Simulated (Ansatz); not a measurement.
A nudged elastic band was laid between two geometries of AlH$_{6}$NO (9 atoms, charge 0, multiplicity 1).

Method: RKS BLYP-D4/def2-mTZVP in Ansatz 0.2.0.

```
movable images  : 9
climbing image  : yes
spring          : 5.0 eV/Å²
optimiser       : quadratic models (default)
start path      : through a guess of the saddle point
force threshold : 0.03 eV/Å
iteration limit : 60
end points      : relaxed
```

First end point:

```xyz
9
Properties=species:S:1:pos:R:3
Al -0.300 -0.657 0.591
N -0.621 1.119 0.141
H -1.473 -1.690 0.287
H 0.801 -0.886 1.728
H 0.674 0.292 -1.199
O 0.869 -0.691 -1.111
H -0.245 1.877 0.715
H -1.538 1.414 -0.199
H 1.832 -0.778 -0.953
```

Last end point:

```xyz
9
Properties=species:S:1:pos:R:3
Al 0.003 -0.870 0.363
N -0.559 1.087 -0.082
H -1.384 -1.616 0.068
H 0.537 -0.752 1.873
H -0.509 1.185 -1.103
O 1.202 -0.966 -0.921
H 0.091 1.775 0.315
H -1.508 1.346 0.212
H 2.127 -1.190 -0.725
```

Problem. Which bonds break or form, and what moves?

Solution. Bonds broken: H5–O6. Bonds formed: N2–H5.

Problem. What energy profile does the band end with?

Solution. The run converged. The highest image is number 2 of 0 to 10, 7.6 kJ/mol above the first end and 91.8 kJ/mol above the last; the last end lies 84.2 kJ/mol below the first. A vibrational analysis at the climbing image gives one clearly imaginary mode, 848i cm⁻¹: a first-order saddle point. The orbitals stay closed-shell, which can raise the energy where a bond breaks towards radicals; this wasn't checked here.

```json
{"image": "0", "path coordinate (Å)": "0.00", "energy (kJ/mol)": "0.0", "H5–O6 (Å)": "1.01", "N2–H5 (Å)": "2.04"}
{"image": "1", "path coordinate (Å)": "0.29", "energy (kJ/mol)": "1.9", "H5–O6 (Å)": "1.04", "N2–H5 (Å)": "1.77"}
{"image": "2", "path coordinate (Å)": "0.58", "energy (kJ/mol)": "7.6", "H5–O6 (Å)": "1.16", "N2–H5 (Å)": "1.46"}
{"image": "3", "path coordinate (Å)": "0.87", "energy (kJ/mol)": "-21.2", "H5–O6 (Å)": "1.46", "N2–H5 (Å)": "1.18"}
{"image": "4", "path coordinate (Å)": "1.17", "energy (kJ/mol)": "-60.6", "H5–O6 (Å)": "1.80", "N2–H5 (Å)": "1.05"}
{"image": "5", "path coordinate (Å)": "1.46", "energy (kJ/mol)": "-75.1", "H5–O6 (Å)": "2.10", "N2–H5 (Å)": "1.03"}
{"image": "6", "path coordinate (Å)": "1.75", "energy (kJ/mol)": "-81.4", "H5–O6 (Å)": "2.34", "N2–H5 (Å)": "1.03"}
{"image": "7", "path coordinate (Å)": "2.05", "energy (kJ/mol)": "-83.6", "H5–O6 (Å)": "2.51", "N2–H5 (Å)": "1.03"}
{"image": "8", "path coordinate (Å)": "2.34", "energy (kJ/mol)": "-84.0", "H5–O6 (Å)": "2.56", "N2–H5 (Å)": "1.03"}
{"image": "9", "path coordinate (Å)": "2.63", "energy (kJ/mol)": "-84.1", "H5–O6 (Å)": "2.65", "N2–H5 (Å)": "1.03"}
{"image": "10", "path coordinate (Å)": "2.93", "energy (kJ/mol)": "-84.2", "H5–O6 (Å)": "2.75", "N2–H5 (Å)": "1.03"}
```

Problem. What is the geometry of the highest image?

Solution. 
```xyz
9
Properties=species:S:1:pos:R:3
Al -0.237 -0.778 0.570
N -0.515 1.063 0.044
H -1.487 -1.726 0.318
H 0.768 -0.933 1.800
H 0.411 0.447 -0.908
O 0.814 -0.625 -1.079
H -0.130 1.823 0.610
H -1.413 1.375 -0.333
H 1.789 -0.645 -1.022
```

Problem. What are the harmonic wavenumbers there?

Solution. 848i, 349, 404, 416, 441, 533, 567, 668, 677, 747, 761, 765, 814, 1478, 1583, 1808, 1873, 1900, 3404, 3483, 3682 cm⁻¹.

The band took 13 iterations and roughly 5 core-minutes.

Run time: 2.4 min on 2 threads of Arm Neoverse V1, with other jobs on the host, peak memory 0.14 GiB.
